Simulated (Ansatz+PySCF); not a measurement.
Results of a calculation; reference values are marked as such.
Several solutions for singlet CS

```yaml
atoms:
  - { symbol: C, position_ang: [0.0000, 0.0000, -3.3495] }
  - { symbol: S, position_ang: [0.0000, 0.0000, 1.2560] }
```

Basis set: cc-pVDZ (spherical functions). Charge 0, multiplicity 1.

ωB97X (unrestricted) was run from several starts with Ansatz (development build ahead of 0.2.0) and PySCF 2.14.0.

```json
{"run": "A", "program": "Ansatz", "start": "atomic start, no search", "converged": "yes", "energy (hartree)": "-435.81438", "<S²>": "0.00"}
{"run": "B", "program": "PySCF", "start": "guess minao, instabilities followed", "converged": "yes", "energy (hartree)": "-435.94212", "<S²>": "2.01"}
{"run": "C", "program": "Ansatz", "start": "search for the lowest state", "converged": "yes", "energy (hartree)": "-435.94212", "<S²>": "2.01"}
{"run": "D", "program": "PySCF", "start": "program defaults", "converged": "no", "energy (hartree)": "–", "<S²>": "–"}
```

Question: Which runs reached the lowest solution of this kind, and what is wrong with the others?

Answer: B, C reached the lowest solution found. Converged but too high: A by 3.48 eV. Convergence only shows a stationary point, and even a stable one can lie too high; stability tests and further starts are what find lower ones. Not converged: D. Caution: charge can spread falsely over distant fragments. Caution: the unrestricted determinant is a mixture of spin states.
